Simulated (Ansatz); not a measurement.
Results of Hartree–Fock (Ansatz, a first-principles code, PAW) for diamond.

Settings: plane-wave cutoff 520 eV, 12×12×12 k mesh, scalar-relativistic PAW data made under PBE.

Computed at the level's own relaxed cell.

Question: Predict the elastic constant C12, Voigt–Reuss–Hill shear modulus (Hill average), Young modulus, elastic constant C11 and elastic constant C44.

Answer: 
* **elastic constant C12**: 110 GPa
* **Voigt–Reuss–Hill shear modulus (Hill average)**: 634 GPa
* **Young modulus**: 1335 GPa
* **elastic constant C11**: 1272 GPa
* **elastic constant C44**: 672 GPa

Measured, for comparison: elastic constant C12 125 GPa, elastic constant C11 1081 GPa, elastic constant C44 579 GPa (low temperature, zero-point motion not removed; as tabulated in Tanner et al. (2021), arXiv:2110.11888). Computed (rounded) less measured: elastic constant C12 -12 %, elastic constant C11 +18 %, elastic constant C44 +16 %.

Elastic constants are with the ions relaxed.

Computed values are for the static lattice.
